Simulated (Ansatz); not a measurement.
## Worked example: correlation energy of SiO, singlet

Geometry: a PBE0/def2-TZVP stationary point for this spin.

```yaml
atoms:
  - { symbol: Si, position_ang: [0.0000, 0.0000, 0.0000] }
  - { symbol: O, position_ang: [0.0000, 0.0000, 1.5088] }
```

Basis cc-pVDZ; Ansatz 0.2.0. Correlated methods freeze the noble-gas cores, which leaves 10 electrons in 26 orbitals. R marks a restricted (for open shells ROHF) determinant.

Full CI isn't at hand for all of this; RCCSDTQ serves as the reference, and is uncertain by about the last step of the cluster series.

Runs differ by some tens of microhartree through their thresholds, so steps under 0.03 kcal/mol mean nothing.

| level | total energy (hartree) |
| --- | --- |
| RHF | -363.789917 |
| RMP2 | -364.062761 |
| RCCSD | -364.068552 |
| RCCSD(T) | -364.080106 |
| RCCSDT | -364.080738 |
| RCCSDT(Q) | -364.082440 |
| RCCSDTQ | -364.082072 |

Q: What is the correlation energy at RCCSDTQ, and what share of it do RMP2 and RCCSD recover?

A: E(corr) = -364.082072 − (-363.789917) = -0.292155 hartree = -7.950 eV. RMP2: -0.272844 / -0.292155 = 93.39 %. RCCSD: -0.278635 / -0.292155 = 95.37 %.

Q: By how many kcal/mol does RCCSD(T) miss RCCSDTQ (1 hartree = 627.509 kcal/mol), and which steps make up the rest?

A: -364.080106 − (-364.082072) = 0.001966 hartree = 1.23 kcal/mol. Steps: RCCSDT − RCCSD(T) = -0.40, RCCSDT(Q) − RCCSDT = -1.07, RCCSDTQ − RCCSDT(Q) = 0.23 kcal/mol. Differences between like states or geometries often cancel part of this.
